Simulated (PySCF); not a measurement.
Isomers of C4H3N, one GFN2-xTB conformer each. Single-point energies are computed at PBE0/pcSseg-1 (PySCF, gas phase, no added dispersion term), electronic only.

```tsv
SMILES	GFN2-xTB relative energy (kcal/mol)
[C-]#[N+]C#CC	14.1
C#CCC#N	0.7
C=C=CC#N	0.0
N#CC1C=C1	16.5
C#C[C@@H]1C=N1	30.9
C#CC1=NC1	24.8
```

Question: What does PBE0/pcSseg-1 give for the same structures?

Answer: 
| SMILES | PBE0/pcSseg-1 E (Eh) | PBE0/pcSseg-1 (kcal/mol) | GFN2-xTB (kcal/mol) | point group |
| --- | --- | --- | --- | --- |
| C=C=CC#N | -208.61751 | 0.0 | 0.0 | Cs |
| C#CCC#N | -208.60478 | 8.0 | 0.7 | Cs |
| N#CC1C=C1 | -208.58937 | 17.7 | 16.5 | Cs |
| [C-]#[N+]C#CC | -208.58050 | 23.2 | 14.1 | C3v |
| C#CC1=NC1 | -208.55024 | 42.2 | 24.8 | Cs |
| C#C[C@@H]1C=N1 | -208.54689 | 44.3 | 30.9 | C1 |

Both levels put the same isomer lowest; measured from each level's own lowest isomer, the values differ by up to 17.4 kcal/mol (C#CC1=NC1: 24.8 against 42.2). As drawn, the lowest has a C≡N group, cumulated double bonds and a C=C bond outside aromatic rings, which the highest lacks; the highest has a three-membered ring, a C≡C bond and a C=N bond, which the lowest lacks. Neighbours under 2.5 kcal/mol apart (C#CC1=NC1 and C#C[C@@H]1C=N1) can change places with a better method, another conformer or zero-point energy.

Question: Which frontier levels, dipoles and rotational constants go with these structures?

Answer: 
| SMILES | HOMO (eV, PBE0/pcSseg-1) | LUMO (eV) | dipole (D) | A, B, C (MHz) |
| --- | --- | --- | --- | --- |
| C=C=CC#N | -8.24 | -1.40 | 4.39 | 25695, 2764, 2538 |
| C#CCC#N | -8.56 | 0.18 | 3.64 | 18411, 3101, 2699 |
| N#CC1C=C1 | -8.60 | -0.88 | 4.46 | 19948, 3618, 3495 |
| [C-]#[N+]C#CC | -8.05 | -0.84 | 4.18 | 159252, 2234, 2234 |
| C#CC1=NC1 | -7.67 | -1.89 | 2.63 | 26897, 3349, 3039 |
| C#C[C@@H]1C=N1 | -7.33 | -0.92 | 2.30 | 22197, 3519, 3468 |
